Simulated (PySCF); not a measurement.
**Radiative rates from a computed spectrum**

C5H9F.
SMILES: `C/C=C/[C@@H](C)F`

The calculation used PySCF 2.14.0, density-fitted response routines, TDDFT CAM-B3LYP/def2-SVPD, vertical, gas phase, core orbitals frozen in the response. Isolated species at its GFN2-xTB geometry (one conformer only). Torsions of this conformer, `[CH3:1]/[CH:2]=[CH:3]/[C@@H:4]([CH3:5])[F:6]`: C2–C3–C4–C5 -112°.

Computed singlets with f of 0.002 or more:

```json
{"state": "S1", "ν̃ (cm⁻¹)": "57020", "f": "0.031"}
{"state": "S2", "ν̃ (cm⁻¹)": "59140", "f": "0.471"}
{"state": "S3", "ν̃ (cm⁻¹)": "61290", "f": "0.0081"}
{"state": "S4", "ν̃ (cm⁻¹)": "64480", "f": "0.0048"}
{"state": "S6", "ν̃ (cm⁻¹)": "67770", "f": "0.023"}
{"state": "S7", "ν̃ (cm⁻¹)": "70530", "f": "0.029"}
{"state": "S8", "ν̃ (cm⁻¹)": "72000", "f": "0.0023"}
```

Q: Give A, τ, |μ| and ∫σ dE for each state.

A: A / s⁻¹ = 0.6670 f (ν̃ / cm⁻¹)² and τ = 1/A in vacuum; |μ| follows from f = (2/3) ΔE |μ|² (atomic units, 1 au = 2.5417 D); ∫σ dE = 109.76 f Mb·eV.

| state | A (s⁻¹) | τ | \|μ\| (D) | ∫σ dE (Mb·eV) |
| --- | --- | --- | --- | --- |
| S1 | 6.6×10⁷ | 15 ns | 1.07 | 3.4 |
| S2 | 1.1×10⁹ | 910 ps | 4.12 | 52 |
| S3 | 2.0×10⁷ | 49 ns | 0.53 | 0.89 |
| S4 | 1.3×10⁷ | 76 ns | 0.40 | 0.52 |
| S6 | 6.9×10⁷ | 14 ns | 0.84 | 2.5 |
| S7 | 9.5×10⁷ | 11 ns | 0.93 | 3.1 |
| S8 | 8.0×10⁶ | 120 ns | 0.26 | 0.25 |

These lifetimes count emission to the ground state at the vertical energy alone; relaxation of the geometry and all other decay channels are left out.

Q: Suppose S1 emitted 0.3 eV lower with the same transition dipole. How would A change?

A: At fixed |μ|, A goes as the cube of the energy: (6.77/7.07)³ = 0.88, which makes τ about 17 ns.

Q: How much energy does a mole of photons resonant with S2 carry?

A: 7.333 eV × 96.485 = 708 kJ/mol (169 kcal/mol).

Q: What is the integrated cross-section of all computed states together?

A: Σf = 0.569 over S1 to S8, so 109.76 × Σf ≈ 62.5 Mb·eV.

On one thread of an x86-64 server (shared host), this took 31 s.
